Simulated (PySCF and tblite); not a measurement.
Values are calculated unless marked as measured or tabulated.
System: C₄H₈FN, numbered as in [F:1][C@H:2]1[CH2:3][CH2:4][NH:5][CH2:6]1.

Level: BP86/pcSseg-1 + D3(BJ) on B3LYP-D3(BJ)/def2-SVP stationary points, with GFN2-xTB thermal terms. Rates follow Eyring's equation with the number of equivalent paths and no tunnelling. (PySCF 2.14 with density fitting, tblite 0.8.)

Question: How high is the barrier to the inversion of the 5-membered ring (2–3–4–5–6), through which structure does it pass, and what rate follows at 298 K?

Answer: The electronic barrier is 3.9 kcal/mol and ΔG‡(298 K) 3.6 kcal/mol, over a C1 saddle (twist) with an imaginary mode of 84i cm⁻¹ (GFN2-xTB). With 1 equivalent path, k is 1.4×10¹⁰ s⁻¹, a mean lifetime of the start of 70 ps against this motion. The end lies 0.7 kcal/mol above the start in free energy.
